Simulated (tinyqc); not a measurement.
UHF in the sto-6g basis, for NH3+, spin multiplicity 2, step by step (part 1 of 3). Computed by tinyqc, a small Python program that keeps every step (integrals from PySCF). Settings: charge = 1, multiplicity = 2, basis = sto-6g, energy threshold = 1e-09, iteration cap = 89, orthogonalisation = symmetric, start = core, DIIS depth = 3, method = UHF. Command: `OMP_NUM_THREADS=1 python tinyqc.py 20302 20303 out.jsonl` (the two numbers bound the seeds that draw the settings). One thread of a shared host (Intel(R) Xeon(R) Processor @ 2.60GHz), about 0.3 s of CPU time with the checks. Later iterations appear only in the table of the cycle.

## One-electron integrals

Geometry (angstrom):
```
atom        x        y       z
N      0.0000   0.0000  0.2240
H      0.9470   0.0000  0.0000
H     -0.4730   0.8200  0.0000
H     -0.4730  -0.8200  0.0000
```

Basis sto-6g: exponents (1/bohr^2) and contraction coefficients of normalised primitives:
```
element  l (shell)   exponent  coefficient
N            s (1)  1027.8285       0.0092
N            s (1)   188.4512       0.0494
N            s (1)    52.7219       0.1685
N            s (1)    18.1114       0.3706
N            s (1)     7.0332       0.4165
N            s (1)     2.8967       0.1303
N            s (2)    39.1988      -0.0133
N            s (2)     7.7585      -0.0470
N            s (2)     2.4113      -0.0338
N            s (2)     0.9277       0.2502
N            s (2)     0.4029       0.5951
N            s (2)     0.1847       0.2407
N            p (3)    39.1988       0.0038
N            p (3)     7.7585       0.0377
N            p (3)     2.4113       0.1739
N            p (3)     0.9277       0.4180
N            p (3)     0.4029       0.4259
N            p (3)     0.1847       0.1017
H            s (1)    35.5232       0.0092
H            s (1)     6.5131       0.0494
H            s (1)     1.8221       0.1685
H            s (1)     0.6260       0.3706
H            s (1)     0.2431       0.4165
H            s (1)     0.1001       0.1303
```

Overlap, kinetic and nuclear-attraction integrals over the contracted functions; the nuclear repulsion is the sum of Za Zb / Rab.

nuclear repulsion = 12.390385 hartree

overlap S:
```
         1N 1s   1N 2s   1N 2px   1N 2py   1N 2pz    2H 1s    3H 1s    4H 1s
1N 1s   1.0000  0.2294   0.0000   0.0000   0.0000   0.0658   0.0659   0.0659
1N 2s   0.2294  1.0000   0.0000   0.0000   0.0000   0.5205   0.5207   0.5207
1N 2px  0.0000  0.0000   1.0000   0.0000   0.0000   0.4401  -0.2199  -0.2199
1N 2py  0.0000  0.0000   0.0000   1.0000   0.0000   0.0000   0.3813  -0.3813
1N 2pz  0.0000  0.0000   0.0000   0.0000   1.0000  -0.1041  -0.1042  -0.1042
2H 1s   0.0658  0.5205   0.4401   0.0000  -0.1041   1.0000   0.2094   0.2094
3H 1s   0.0659  0.5207  -0.2199   0.3813  -0.1042   0.2094   1.0000   0.2093
4H 1s   0.0659  0.5207  -0.2199  -0.3813  -0.1042   0.2094   0.2093   1.0000
```

kinetic energy T (hartree):
```
          1N 1s    1N 2s   1N 2px   1N 2py   1N 2pz    2H 1s    3H 1s    4H 1s
1N 1s   22.2364  -0.6787   0.0000   0.0000   0.0000  -0.0030  -0.0030  -0.0030
1N 2s   -0.6787   0.6329   0.0000   0.0000   0.0000   0.1393   0.1395   0.1395
1N 2px   0.0000   0.0000   1.9013   0.0000   0.0000   0.3018  -0.1509  -0.1509
1N 2py   0.0000   0.0000   0.0000   1.9013   0.0000   0.0000   0.2617  -0.2617
1N 2pz   0.0000   0.0000   0.0000   0.0000   1.9013  -0.0714  -0.0715  -0.0715
2H 1s   -0.0030   0.1393   0.3018   0.0000  -0.0714   0.7685  -0.0013  -0.0013
3H 1s   -0.0030   0.1395  -0.1509   0.2617  -0.0715  -0.0013   0.7685  -0.0013
4H 1s   -0.0030   0.1395  -0.1509  -0.2617  -0.0715  -0.0013  -0.0013   0.7685
```

nuclear attraction V (hartree):
```
           1N 1s    1N 2s   1N 2px   1N 2py   1N 2pz    2H 1s    3H 1s    4H 1s
1N 1s   -48.3052  -5.0214   0.0000   0.0000   0.0125  -1.6439  -1.6452  -1.6452
1N 2s    -5.0214  -8.4136   0.0000   0.0000   0.1332  -3.6757  -3.6776  -3.6776
1N 2px    0.0000   0.0000  -8.4725   0.0000   0.0000  -2.8434   1.4212   1.4212
1N 2py    0.0000   0.0000   0.0000  -8.4728   0.0000   0.0000  -2.4639   2.4639
1N 2pz    0.0125   0.1332   0.0000   0.0000  -8.2947   0.7118   0.7123   0.7123
2H 1s    -1.6439  -3.6757  -2.8434   0.0000   0.7118  -5.5595  -1.2896  -1.2896
3H 1s    -1.6452  -3.6776   1.4212  -2.4639   0.7123  -1.2896  -5.5606  -1.2894
4H 1s    -1.6452  -3.6776   1.4212   2.4639   0.7123  -1.2896  -1.2894  -5.5606
```

core Hamiltonian H = T + V (hartree):
```
           1N 1s    1N 2s   1N 2px   1N 2py   1N 2pz    2H 1s    3H 1s    4H 1s
1N 1s   -26.0688  -5.7002   0.0000   0.0000   0.0125  -1.6469  -1.6482  -1.6482
1N 2s    -5.7002  -7.7807   0.0000   0.0000   0.1332  -3.5363  -3.5381  -3.5381
1N 2px    0.0000   0.0000  -6.5712   0.0000   0.0000  -2.5416   1.2703   1.2703
1N 2py    0.0000   0.0000   0.0000  -6.5715   0.0000   0.0000  -2.2022   2.2022
1N 2pz    0.0125   0.1332   0.0000   0.0000  -6.3934   0.6404   0.6408   0.6408
2H 1s    -1.6469  -3.5363  -2.5416   0.0000   0.6404  -4.7910  -1.2909  -1.2909
3H 1s    -1.6482  -3.5381   1.2703  -2.2022   0.6408  -1.2909  -4.7921  -1.2907
4H 1s    -1.6482  -3.5381   1.2703   2.2022   0.6408  -1.2909  -1.2907  -4.7921
```

## Two-electron integrals

Functions are numbered as in S; the eight-fold symmetry (ij|kl) = (ji|kl) = (kl|ij) leaves the list below.

Two-electron integrals (ij|kl) in chemists' order, unique and non-zero (hartree):
```
(11|11) 4.1687      (21|11) 0.5836      (21|21) 0.1041      (22|11) 0.9685
(22|21) 0.2145      (22|22) 0.7084      (31|31) 0.0221      (32|31) 0.0336
(32|32) 0.1566      (33|11) 0.9685      (33|21) 0.2145      (33|22) 0.7084
(33|33) 0.7632      (41|41) 0.0221      (42|41) 0.0336      (42|42) 0.1566
(43|43) 0.0411      (44|11) 0.9685      (44|21) 0.2145      (44|22) 0.7084
(44|33) 0.6810      (44|44) 0.7632      (51|51) 0.0221      (52|51) 0.0336
(52|52) 0.1566      (53|53) 0.0411      (54|54) 0.0411      (55|11) 0.9685
(55|21) 0.2145      (55|22) 0.7084      (55|33) 0.6810      (55|44) 0.6810
(55|55) 0.7632      (61|11) 0.1789      (61|21) 0.0306      (61|22) 0.0615
(61|31) 0.0017      (61|32) 0.0032      (61|33) 0.0618      (61|44) 0.0614
(61|51) -3.93e-04   (61|52) -0.0008     (61|53) -1.16e-04   (61|55) 0.0614
(61|61) 0.0092      (62|11) 0.3982      (62|21) 0.0892      (62|22) 0.3210
(62|31) 0.0077      (62|32) 0.0545      (62|33) 0.3323      (62|44) 0.3149
(62|51) -0.0018     (62|52) -0.0129     (62|53) -0.0041     (62|55) 0.3159
(62|61) 0.0265      (62|62) 0.1796      (63|11) 0.2916      (63|21) 0.0663
(63|22) 0.2537      (63|31) 0.0152      (63|32) 0.0957      (63|33) 0.2774
(63|44) 0.2415      (63|51) -0.0012     (63|52) -0.0096     (63|53) -0.0059
(63|55) 0.2422      (63|61) 0.0207      (63|62) 0.1708      (63|63) 0.1849
(64|41) 0.0101      (64|42) 0.0550      (64|43) 0.0112      (64|54) -0.0026
(64|64) 0.0249      (65|11) -0.0690     (65|21) -0.0157     (65|22) -0.0600
(65|31) -0.0012     (65|32) -0.0096     (65|33) -0.0603     (65|44) -0.0571
(65|51) 0.0104      (65|52) 0.0573      (65|53) 0.0119      (65|55) -0.0626
(65|61) -0.0049     (65|62) -0.0404     (65|63) -0.0379     (65|65) 0.0339
(66|11) 0.5242      (66|21) 0.1196      (66|22) 0.4866      (66|31) 0.0142
(66|32) 0.1313      (66|33) 0.5287      (66|44) 0.4637      (66|51) -0.0034
(66|52) -0.0311     (66|53) -0.0154     (66|55) 0.4673      (66|61) 0.0361
(66|62) 0.3328      (66|63) 0.3560      (66|65) -0.0842     (66|66) 0.7750
(71|11) 0.1790      (71|21) 0.0306      (71|22) 0.0616      (71|31) -0.0008
(71|32) -0.0016     (71|33) 0.0615      (71|41) 0.0014      (71|42) 0.0028
(71|43) -2.12e-04   (71|44) 0.0618      (71|51) -3.93e-04   (71|52) -0.0008
(71|53) 5.79e-05    (71|54) -1.00e-04   (71|55) 0.0614      (71|61) 0.0090
(71|62) 0.0253      (71|63) 0.0183      (71|64) 0.0008      (71|65) -0.0047
(71|66) 0.0336      (71|71) 0.0092      (72|11) 0.3984      (72|21) 0.0893
(72|22) 0.3212      (72|31) -0.0039     (72|32) -0.0272     (72|33) 0.3194
(72|41) 0.0067      (72|42) 0.0472      (72|43) -0.0075     (72|44) 0.3281
(72|51) -0.0018     (72|52) -0.0129     (72|53) 0.0021      (72|54) -0.0036
(72|55) 0.3161      (72|61) 0.0252      (72|62) 0.1396      (72|63) 0.1017
(72|64) 0.0158      (72|65) -0.0305     (72|66) 0.2094      (72|71) 0.0265
(72|72) 0.1798      (73|11) -0.1457     (73|21) -0.0331     (73|22) -0.1268
(73|31) 0.0114      (73|32) 0.0652      (73|33) -0.1336     (73|41) -0.0022
(73|42) -0.0176     (73|43) 0.0126      (73|44) -0.1258     (73|51) 0.0006
(73|52) 0.0048      (73|53) -0.0035     (73|54) 0.0014      (73|55) -0.1211
(73|61) -0.0084     (73|62) -0.0371     (73|63) -0.0093     (73|64) -0.0032
(73|65) 0.0079      (73|66) -0.0402     (73|71) -0.0103     (73|72) -0.0854
(73|73) 0.0649      (74|11) 0.2527      (74|21) 0.0574      (74|22) 0.2198
(74|31) -0.0022     (74|32) -0.0176     (74|33) 0.2122      (74|41) 0.0139
(74|42) 0.0856      (74|43) -0.0107     (74|44) 0.2375      (74|51) -0.0010
(74|52) -0.0084     (74|53) 0.0014      (74|54) -0.0051     (74|55) 0.2099
(74|61) 0.0162      (74|62) 0.0959      (74|63) 0.0691      (74|64) 0.0287
(74|65) -0.0205     (74|66) 0.1440      (74|71) 0.0179      (74|72) 0.1480
(74|73) -0.0693     (74|74) 0.1451      (75|11) -0.0690     (75|21) -0.0157
(75|22) -0.0601     (75|31) 0.0006      (75|32) 0.0048      (75|33) -0.0580
(75|41) -0.0010     (75|42) -0.0084     (75|43) 0.0014      (75|44) -0.0596
(75|51) 0.0104      (75|52) 0.0573      (75|53) -0.0060     (75|54) 0.0104
(75|55) -0.0626     (75|61) -0.0047     (75|62) -0.0305     (75|63) -0.0217
(75|64) -0.0034     (75|65) 0.0251      (75|66) -0.0495     (75|71) -0.0049
(75|72) -0.0404     (75|73) 0.0189      (75|74) -0.0328     (75|75) 0.0339
(76|11) 0.1359      (76|21) 0.0306      (76|22) 0.1154      (76|31) 0.0011
(76|32) 0.0085      (76|33) 0.1160      (76|41) 0.0019      (76|42) 0.0147
(76|43) 4.87e-04    (76|44) 0.1165      (76|51) -0.0010     (76|52) -0.0080
(76|53) -0.0010     (76|54) -0.0017     (76|55) 0.1137      (76|61) 0.0089
(76|62) 0.0604      (76|63) 0.0529      (76|64) 0.0062      (76|65) -0.0151
(76|66) 0.1077      (76|71) 0.0089      (76|72) 0.0604      (76|73) -0.0211
(76|74) 0.0490      (76|75) -0.0151     (76|76) 0.0241      (77|11) 0.5244
(77|21) 0.1196      (77|22) 0.4867      (77|31) -0.0071     (77|32) -0.0656
(77|33) 0.4800      (77|41) 0.0123      (77|42) 0.1138      (77|43) -0.0281
(77|44) 0.5125      (77|51) -0.0034     (77|52) -0.0311     (77|53) 0.0077
(77|54) -0.0133     (77|55) 0.4674      (77|61) 0.0336      (77|62) 0.2094
(77|63) 0.1449      (77|64) 0.0371      (77|65) -0.0495     (77|66) 0.3187
(77|71) 0.0361      (77|72) 0.3330      (77|73) -0.1780     (77|74) 0.3085
(77|75) -0.0843     (77|76) 0.1077      (77|77) 0.7750      (81|11) 0.1790
(81|21) 0.0306      (81|22) 0.0616      (81|31) -0.0008     (81|32) -0.0016
(81|33) 0.0615      (81|41) -0.0014     (81|42) -0.0028     (81|43) 2.12e-04
(81|44) 0.0618      (81|51) -3.93e-04   (81|52) -0.0008     (81|53) 5.79e-05
(81|54) 1.00e-04    (81|55) 0.0614      (81|61) 0.0090      (81|62) 0.0253
(81|63) 0.0183      (81|64) -0.0008     (81|65) -0.0047     (81|66) 0.0336
(81|71) 0.0090      (81|72) 0.0253      (81|73) -0.0098     (81|74) 0.0154
(81|75) -0.0047     (81|76) 0.0086      (81|77) 0.0336      (81|81) 0.0092
(82|11) 0.3984      (82|21) 0.0893      (82|22) 0.3212      (82|31) -0.0039
(82|32) -0.0272     (82|33) 0.3194      (82|41) -0.0067     (82|42) -0.0472
(82|43) 0.0075      (82|44) 0.3281      (82|51) -0.0018     (82|52) -0.0129
(82|53) 0.0021      (82|54) 0.0036      (82|55) 0.3161      (82|61) 0.0252
(82|62) 0.1396      (82|63) 0.1017      (82|64) -0.0158     (82|65) -0.0305
(82|66) 0.2094      (82|71) 0.0253      (82|72) 0.1397      (82|73) -0.0645
(82|74) 0.0802      (82|75) -0.0305     (82|76) 0.0488      (82|77) 0.2094
(82|81) 0.0265      (82|82) 0.1798      (83|11) -0.1457     (83|21) -0.0331
(83|22) -0.1268     (83|31) 0.0114      (83|32) 0.0652      (83|33) -0.1336
(83|41) 0.0022      (83|42) 0.0176      (83|43) -0.0126     (83|44) -0.1258
(83|51) 0.0006      (83|52) 0.0048      (83|53) -0.0035     (83|54) -0.0014
(83|55) -0.1211     (83|61) -0.0084     (83|62) -0.0371     (83|63) -0.0093
(83|64) 0.0032      (83|65) 0.0079      (83|66) -0.0402     (83|71) -0.0098
(83|72) -0.0645     (83|73) 0.0477      (83|74) -0.0361     (83|75) 0.0138
(83|76) -0.0168     (83|77) -0.1045     (83|81) -0.0103     (83|82) -0.0854
(83|83) 0.0649      (84|11) -0.2527     (84|21) -0.0574     (84|22) -0.2198
(84|31) 0.0022      (84|32) 0.0176      (84|33) -0.2122     (84|41) 0.0139
(84|42) 0.0856      (84|43) -0.0107     (84|44) -0.2375     (84|51) 0.0010
(84|52) 0.0084      (84|53) -0.0014     (84|54) -0.0051     (84|55) -0.2099
(84|61) -0.0162     (84|62) -0.0959     (84|63) -0.0691     (84|64) 0.0287
(84|65) 0.0205      (84|66) -0.1440     (84|71) -0.0154     (84|72) -0.0802
(84|73) 0.0361      (84|74) -0.0283     (84|75) 0.0171      (84|76) -0.0291
(84|77) -0.1069     (84|81) -0.0179     (84|82) -0.1480     (84|83) 0.0693
(84|84) 0.1451      (85|11) -0.0690     (85|21) -0.0157     (85|22) -0.0601
(85|31) 0.0006      (85|32) 0.0048      (85|33) -0.0580     (85|41) 0.0010
(85|42) 0.0084      (85|43) -0.0014     (85|44) -0.0596     (85|51) 0.0104
(85|52) 0.0573      (85|53) -0.0060     (85|54) -0.0104     (85|55) -0.0626
(85|61) -0.0047     (85|62) -0.0305     (85|63) -0.0217     (85|64) 0.0034
(85|65) 0.0251      (85|66) -0.0495     (85|71) -0.0047     (85|72) -0.0305
(85|73) 0.0138      (85|74) -0.0171     (85|75) 0.0251      (85|76) -0.0118
(85|77) -0.0495     (85|81) -0.0049     (85|82) -0.0404     (85|83) 0.0189
(85|84) 0.0328      (85|85) 0.0339      (86|11) 0.1359      (86|21) 0.0306
(86|22) 0.1154      (86|31) 0.0011      (86|32) 0.0085      (86|33) 0.1160
(86|41) -0.0019     (86|42) -0.0147     (86|43) -4.87e-04   (86|44) 0.1165
(86|51) -0.0010     (86|52) -0.0080     (86|53) -0.0010     (86|54) 0.0017
(86|55) 0.1137      (86|61) 0.0089      (86|62) 0.0604      (86|63) 0.0529
(86|64) -0.0062     (86|65) -0.0151     (86|66) 0.1077      (86|71) 0.0086
(86|72) 0.0488      (86|73) -0.0168     (86|74) 0.0291      (86|75) -0.0118
(86|76) 0.0199      (86|77) 0.0729      (86|81) 0.0089      (86|82) 0.0604
(86|83) -0.0211     (86|84) -0.0490     (86|85) -0.0151     (86|86) 0.0241
(87|11) 0.1359      (87|21) 0.0306      (87|22) 0.1154      (87|31) -0.0022
(87|32) -0.0170     (87|33) 0.1168      (87|44) 0.1157      (87|51) -0.0010
(87|52) -0.0080     (87|53) 0.0019      (87|55) 0.1137      (87|61) 0.0086
(87|62) 0.0487      (87|63) 0.0335      (87|65) -0.0118     (87|66) 0.0728
(87|71) 0.0089      (87|72) 0.0604      (87|73) -0.0318     (87|74) 0.0427
(87|75) -0.0151     (87|76) 0.0199      (87|77) 0.1076      (87|81) 0.0089
(87|82) 0.0604      (87|83) -0.0318     (87|84) -0.0427     (87|85) -0.0151
(87|86) 0.0199      (87|87) 0.0241      (88|11) 0.5244      (88|21) 0.1196
(88|22) 0.4867      (88|31) -0.0071     (88|32) -0.0656     (88|33) 0.4800
(88|41) -0.0123     (88|42) -0.1138     (88|43) 0.0281      (88|44) 0.5125
(88|51) -0.0034     (88|52) -0.0311     (88|53) 0.0077      (88|54) 0.0133
(88|55) 0.4674      (88|61) 0.0336      (88|62) 0.2094      (88|63) 0.1449
(88|64) -0.0371     (88|65) -0.0495     (88|66) 0.3187      (88|71) 0.0336
(88|72) 0.2094      (88|73) -0.1045     (88|74) 0.1069      (88|75) -0.0495
(88|76) 0.0729      (88|77) 0.3187      (88|81) 0.0361      (88|82) 0.3330
(88|83) -0.1780     (88|84) -0.3085     (88|85) -0.0843     (88|86) 0.1077
(88|87) 0.1076      (88|88) 0.7750
```

## Orthogonalisation

S = U s U^T; symmetric (Loewdin) form X = U s^(-1/2) U^T, so that X^T S X = 1.

eigenvalues of S: 0.2510  0.3460  0.3463  0.9394  1.0315  1.4443  1.4447  2.1967

X:
```
          1N 1s    1N 2s   1N 2px   1N 2py   1N 2pz    2H 1s    3H 1s    4H 1s
1N 1s    1.0237  -0.1523   0.0000   0.0000   0.0066   0.0209   0.0209   0.0209
1N 2s   -0.1523   1.4708  -0.0001   0.0000  -0.0886  -0.3538  -0.3542  -0.3542
1N 2px   0.0000  -0.0001   1.1830   0.0000   0.0000  -0.3475   0.1738   0.1738
1N 2py   0.0000   0.0000   0.0000   1.1833   0.0000   0.0000  -0.3012   0.3012
1N 2pz   0.0066  -0.0886   0.0000   0.0000   1.0174   0.0698   0.0699   0.0699
2H 1s    0.0209  -0.3538  -0.3475   0.0000   0.0698   1.2905  -0.0577  -0.0577
3H 1s    0.0209  -0.3542   0.1738  -0.3012   0.0699  -0.0577   1.2909  -0.0578
4H 1s    0.0209  -0.3542   0.1738   0.3012   0.0699  -0.0577  -0.0578   1.2909
```

## Starting guess

The start is the orbitals of the core Hamiltonian; D(s) = C_occ C_occ^T for each spin.

D(alpha) at the start:
```
          1N 1s    1N 2s   1N 2px   1N 2py   1N 2pz    2H 1s    3H 1s    4H 1s
1N 1s    1.0685  -0.3429   0.0000   0.0000   0.0212   0.0529   0.0529   0.0529
1N 2s   -0.3429   1.6882  -0.0001   0.0000  -0.1456  -0.2479  -0.2481  -0.2481
1N 2px   0.0000  -0.0001   1.3151   0.0000   0.0000  -0.3003   0.1501   0.1501
1N 2py   0.0000   0.0000   0.0000   1.3156   0.0000   0.0000  -0.2603   0.2603
1N 2pz   0.0212  -0.1456   0.0000   0.0000   1.0322   0.0659   0.0660   0.0660
2H 1s    0.0529  -0.2479  -0.3003   0.0000   0.0659   0.1069   0.0041   0.0041
3H 1s    0.0529  -0.2481   0.1501  -0.2603   0.0660   0.0041   0.1070   0.0040
4H 1s    0.0529  -0.2481   0.1501   0.2603   0.0660   0.0041   0.0040   0.1070
```

D(beta) at the start:
```
          1N 1s    1N 2s   1N 2px   1N 2py   1N 2pz    2H 1s    3H 1s    4H 1s
1N 1s    1.0655  -0.3292   0.0000   0.0000   0.0740   0.0532   0.0533   0.0533
1N 2s   -0.3292   1.6255   0.0000   0.0000  -0.3884  -0.2495  -0.2497  -0.2497
1N 2px   0.0000   0.0000   1.3151   0.0000   0.0001  -0.3003   0.1501   0.1501
1N 2py   0.0000   0.0000   0.0000   1.3156   0.0000   0.0000  -0.2603   0.2603
1N 2pz   0.0740  -0.3884   0.0001   0.0000   0.0928   0.0596   0.0597   0.0597
2H 1s    0.0532  -0.2495  -0.3003   0.0000   0.0596   0.1069   0.0041   0.0041
3H 1s    0.0533  -0.2497   0.1501  -0.2603   0.0597   0.0041   0.1070   0.0040
4H 1s    0.0533  -0.2497   0.1501   0.2603   0.0597   0.0041   0.0040   0.1070
```
